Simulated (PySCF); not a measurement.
# TDDFT excited states: CH3NO

Compound: formamide, CH3NO.
Z-matrix (Å and degrees, GFN2-xTB geometry), rows numbered from 1:
```
N 
C   1  1.3464
O   2  1.2014  1  124.79
H   1  1.0077  2  118.67  3     0.04
H   1  1.0035  2  122.52  3   179.54
H   2  1.1059  1  112.07  3  -179.99
```

Computed with TDDFT B3LYP/def2-SVPD, vertical, gas phase, core orbitals frozen in the response in PySCF 2.14.0, density-fitted response routines.

```
state  E (eV)  λ (nm)       f  |μ| (D)  main configurations (H = HOMO, L = LUMO)
   S1    5.69   217.8  0.0007     0.18                                H→L (100%)
   S2    6.81   182.2  0.0066     0.51                  H→L+1 (87%), H-1→L (12%)
   S3    7.11   174.3   0.012     0.66                            H-1→L+1 (100%)
   S4    7.54   164.5   0.086     1.73                               H→L+2 (94%)
   S5    7.95   155.9  0.0043     0.38                             H-1→L+2 (98%)
   S6    7.96   155.8   0.319     3.25                  H-1→L (75%), H→L+1 (11%)
   S7    8.51   145.7   0.054     1.29                               H→L+3 (97%)
   S8    8.91   139.1  0.0056     0.41                             H-1→L+3 (97%)
```

Triplets (Tamm–Dancoff): T1 5.18 eV, H→L (99%); T2 5.57 eV, H-1→L (97%); T3 6.63 eV, H→L+1 (98%).

The lowest singlet comes at 218 nm (549 kJ/mol) in the ultraviolet; it is very weak; its leading configuration is HOMO→LUMO (100%). The strongest level in the table is S6 at 7.96 eV (156 nm, f = 0.319). S5/S6 lie within about 0.01 eV of each other. S1 has the pattern of n→π* at C=O. Of the 8 states listed, 4 reach f = 0.01 and none stays under 0.0005. The oscillator strengths of these states sum to 0.488; summed over the whole spectrum of an exact calculation they would give the number of electrons, 24 (Thomas–Reiche–Kuhn). Orbital energies (eV): HOMO-3 -11.66, HOMO-2 -11.57, HOMO-1 -8.00, HOMO -7.46, LUMO 0.12, LUMO+1 0.27, LUMO+2 1.08. Singlets were solved by full linear response, triplets in the Tamm–Dancoff approximation.

One conformer stands for the species.
